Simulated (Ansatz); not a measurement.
**Platinum, fcc: convergence with the k-point mesh**

Computed with Ansatz, r²SCAN, scalar-relativistic PAW, on the relaxed cell (a = 3.941 Å; spin not included). Errors count from a run at 500 eV on a Γ-centred 22×22×22 mesh with Fermi-Dirac smearing of 0.1 eV, extrapolated to zero width. Fixed here: cutoff 500 eV, Fermi-Dirac width 0.1 eV. The SCF starts from atomic densities corrected by a trained network.

| k-mesh | E(σ→0) error (meV/atom) | P (GPa) | SCF iterations |
| --- | --- | --- | --- |
| 2×2×2 | 4591.4 | 63.48 | 6 |
| 4×4×4 | -122.4 | -2.23 | 6 |
| 5×5×5 | 314.5 | 5.38 | 6 |
| 7×7×7 | 29.3 | 1.39 | 6 |
| 8×8×8 | 24.3 | -0.25 | 6 |
| 11×11×11 | -5.4 | -0.21 | 6 |
| 15×15×15 | 3.4 | 0.15 | 6 |
| 20×20×20 | 1.0 | 0.13 | 6 |

Within 5 meV/atom of the last row: from 15×15×15 on.
